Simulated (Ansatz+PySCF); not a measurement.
Two shapes of singlet H₅O₂(+).

Shape 1:

```xyz
7

H     0.0000    0.0000   -0.0248
O     1.1917    0.0423    0.0327
O    -1.1917   -0.0423    0.0327
H     1.6054    0.8024    0.4713
H    -1.6054   -0.8024    0.4713
H     1.7350   -0.2354   -0.7208
H    -1.7350    0.2354   -0.7208
```

Shape 2:

```xyz
7

H    -0.0476    0.0126   -0.0158
O     1.1754    0.0839    0.0552
O    -1.1449   -0.0494    0.0489
H     1.6106    0.7646    0.5036
H    -1.5776   -0.8112    0.4307
H     1.6882   -0.2383   -0.7034
H    -1.7820    0.2462   -0.7075
```

Basis set: def2-SVP (spherical functions). Correlated methods keep 2 orbitals frozen. Charge 1, multiplicity 1.

Computed with Ansatz (development build ahead of 0.2.0); each method stands on the lowest determinant of its kind that the runs found.

Question: Which shape is lower in energy, and by how much in each method?

Answer:

| method | E(2) − E(1) (eV) |
| --- | --- |
| UHF | 0.214 |
| UHF-MP2 | 0.231 |
| UHF-CCSD(T) | 0.229 |
| r²SCAN (restricted) | 0.236 |
| r²SCAN (unrestricted) | 0.236 |

Shape 1 is lower.
